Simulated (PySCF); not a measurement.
SiH: energy against distance

Set-up: Si STO-3G, H STO-3G; no relativity (PySCF 2.14). Energies in eV from Si + H in their ground configurations at the same level. State: ²Π (doublet), unpaired electrons π ↑.

| R (Å) | PBE | UHF-SCS-MP2 | PBE0 | r²SCANh |
| --- | --- | --- | --- | --- |
| 1.291 | -3.930 | -3.241 | -3.857 | -3.859 |
| 1.351 | -4.281 | -3.567 | -4.192 | -4.193 |
| 1.411 | -4.497 | -3.755 | -4.389 | -4.390 |
| 1.456 | -4.587 | -3.822 | -4.464 | -4.465 |
| 1.501 | -4.626 | -3.836 | -4.487 | -4.489 |
| 1.546 | -4.622 | -3.806 | -4.467 | -4.469 |
| 1.606 | -4.562 | -3.709 | -4.383 | -4.387 |
| 1.681 | -4.417 | -3.514 | -4.206 | -4.214 |
| 1.771 | -4.167 | -3.200 | -3.917 | -3.931 |
| 1.891 | -3.751 | -2.645 | -3.444 | -3.469 |

**Question.** Put a parabola through the three lowest points of the PBE curve and estimate Re, k and ωe (reduced mass 0.9728 u; 1 eV/Å² = 0.16022 mdyn/Å; ωe = 1302.8·√(k/μ) cm⁻¹).

**Answer.** Through R = 1.456, 1.501, 1.546 Å the second-order coefficient is 10.6 eV/Å², so Re ≈ 1.519 Å, k ≈ 3.40 mdyn/Å and ωe ≈ 2436 cm⁻¹. A polynomial fit of higher order to the unrounded PBE energies gives Re = 1.519 Å, k = 3.16 mdyn/Å, ωe = 2348 cm⁻¹; anharmonicity and rounding make the difference.

The higher-order fit for each curve: PBE: Re = 1.519 Å, ωe = 2348 cm⁻¹, De = 4.63 eV; UHF-SCS-MP2: Re = 1.492 Å, ωe = 2514 cm⁻¹, De = 3.84 eV; PBE0: Re = 1.501 Å, ωe = 2455 cm⁻¹, De = 4.49 eV; r²SCANh: Re = 1.502 Å, ωe = 2437 cm⁻¹, De = 4.49 eV.

Correlated steps freeze 5 core orbitals. STO-3G is very small, so such numbers show the basis as much as the molecule. The state was picked by a PBE0 search and need not be the measured ground state.
